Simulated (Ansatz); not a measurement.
## Radical addition

Start structure (C$_{2}$H$_{4}$Cl, doublet), relaxed at PBE0-D4/def2-TZVP:

```csv
atom,x (Å),y (Å),z (Å)
C1,0.0497,-0.7888,0.3765
C2,-0.4185,-0.1737,-0.6932
Cl3,0.5440,0.8276,-1.7093
H4,0.8037,2.4834,1.3932
H5,1.0838,-0.7020,0.6848
H6,-0.6156,-1.4030,0.9709
H7,-1.4472,-0.2435,-1.0230
```

The step: C₂H₃Cl (C=CCl) + H → C₂H₄Cl ([CH3][CH][Cl]); bonds formed: C1–H4. Ansatz 0.2.0; basis: def2-TZVPP and def2-QZVPP; cores frozen in the correlated methods; orbitals are unrestricted. Extrapolation: Hartree–Fock as exp(−7.88 √X), correlation as X^−2.97. Energies below are by CCSD(T) at an estimated basis limit (MP2 extrapolated from triple and quadruple zeta, plus CCSD(T) − MP2 in triple zeta).

What are the electronic barrier and the energy of the step, from the start structure to the end structure? (Judge from chemistry; the value comes from the calculation.)

The calculation gives: Barrier 1.92 kcal/mol; step energy -43.54 kcal/mol (downhill); reverse barrier, their difference, 45.46 kcal/mol. Barrier and step energy count from the start structure, the reverse barrier from the end structure.

The saddle point: One imaginary mode of 427i cm⁻¹.
```json
{"pair": "C1–H4", "start (Å)": "3.51", "saddle (Å)": "2.20", "end (Å)": "1.10"}
```

Zero-point energy (harmonic, PBE0-D4): ZPE is 27.13 kcal/mol at the start and 27.47 kcal/mol at the saddle, so the barrier goes from 1.92 to 2.27 kcal/mol.

No T1 diagnostic of these runs exceeds 0.031. ⟨S²⟩ of the unrestricted Hartree–Fock references: 0.75 to 0.91 (a pure state has 0.75). The unrestricted reference is spin-contaminated, which hurts MP2 most.

Labels in which every atom is bracketed show which atoms are joined, not bond orders.

For scale, one of the runs: CCSD(T)/def2-TZVPP, 160 basis functions, launched by `ansatz run in.yaml --threads 2 --pin off --events-out ev --progress --plain --max-ram 4352MiB`. Time: 95 s of wall clock on 2 CPU threads of an Arm Neoverse V1; the host was shared. Peak host memory: 2.8 GiB.
